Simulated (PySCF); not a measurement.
Predicted microwave data (PBE0-D3(BJ)/def2-SVP geometry optimisation, gas phase in PySCF 2.14.0) for one isomer of C4H5NO:

| Item | Value |
| --- | --- |
| Rotational constants | A = 9395, B = 2608, C = 2070 MHz |
| Dipole components | \|μa\| = 0.65 D, \|μb\| = 3.64 D, \|μc\| = 0.00 D |
| Inertial defect | -3.41 u·Å² |
| κ | -0.85 |

Task: Which structure is it? (One computed conformer of each.)
A. 5-methylisoxazole, `Cc1ccno1`
B. `[O:1]=[CH:2][NH:3][C:4]1=[CH:5][CH2:6]1` with O1–C2–N3–C4 0°, C2–N3–C4–C5 180°
C. `[N:1]#[C:2][CH2:3][CH2:4][CH:5]=[O:6]` with C2–C3–C4–C5 180°, C3–C4–C5–O6 0°

Result: B. It is O=CNC1=CC1, an asymmetric top, point group Cs. The candidates at the same level (rigid rotor, commonest isotopes):

| SMILES | A (MHz) | B (MHz) | C (MHz) | μa (D) | μb (D) | μc (D) | Δ (u·Å²) | point group | rotor |
| --- | --- | --- | --- | --- | --- | --- | --- | --- | --- |
| O=CNC1=CC1 | 9395 | 2608 | 2070 | 0.65 | 3.64 | 0.00 | -3.41 | Cs | asymmetric top |
| Cc1ccno1 | 9329 | 3597 | 2639 | 2.04 | 2.43 | 0.00 | -3.18 | Cs | asymmetric top |
| N#CCCC=O | 16154 | 1621 | 1500 | 2.56 | 1.52 | 0.00 | -6.19 | Cs | near-prolate asymmetric top |

`N#CCCC=O` has A 72 % too high; `Cc1ccno1` has B 38 % too high. In the right answer the mirror of this Cs structure is the ab plane, so μc vanishes by symmetry (the 0.01 D computed is a residue). No structure here is proved a minimum.
